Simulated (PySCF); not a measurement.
**Highest orbital energy against ionisation energy along the noble gases**

Calculated with PySCF 2.14, no spin-orbit coupling. Each cell gives −ε(HOMO) / ΔSCF in eV; NIST values include spin-orbit coupling, (s) semi-empirical, (t) theoretical.

| species | UHF | LDA | PBE | PBE0 | r2SCAN | NIST (lowest levels) |
| --- | --- | --- | --- | --- | --- | --- |
| He (aug-cc-pVQZ-DK, spin-free X2C) | 24.979 / 23.448 | 15.521 / 24.304 | 15.762 / 24.468 | 18.220 / 24.448 | 16.537 / 24.622 | 24.587 |
| Ne (aug-cc-pVQZ-DK, spin-free X2C) | 23.131 / 19.642 | 13.544 / 22.173 | 13.336 / 21.645 | 15.986 / 21.434 | 13.972 / 21.467 | 21.565 |
| Ar (aug-cc-pVQZ-DK, spin-free X2C) | 16.065 / 14.532 | 10.390 / 15.975 | 10.272 / 15.689 | 11.965 / 15.698 | 10.713 / 15.740 | 15.760 |
| Kr (aug-cc-pVQZ-DK, spin-free X2C) | 14.237 / 13.036 | 9.393 / 14.326 | 9.247 / 14.021 | 10.738 / 14.064 | 9.651 / 14.139 | 14.000 |
| Xe (aug-cc-pVQZ-DK3, spin-free X2C) | 12.420 / 11.455 | 8.388 / 12.629 | 8.237 / 12.334 | 9.523 / 12.396 | 8.587 / 12.422 | 12.130 |

Question: How far is −ε(HOMO) from ΔSCF on average for each method, and why?

Answer: UHF 1.74 eV; LDA -6.43 eV; PBE -6.26 eV; PBE0 -4.32 eV; r2SCAN -5.79 eV. Hartree-Fock orbital energies lack relaxation and so exceed the ΔSCF value; semilocal functionals have convex E(N) from self-interaction, so their HOMO lies far too high; exact exchange moves hybrids part of the way back.
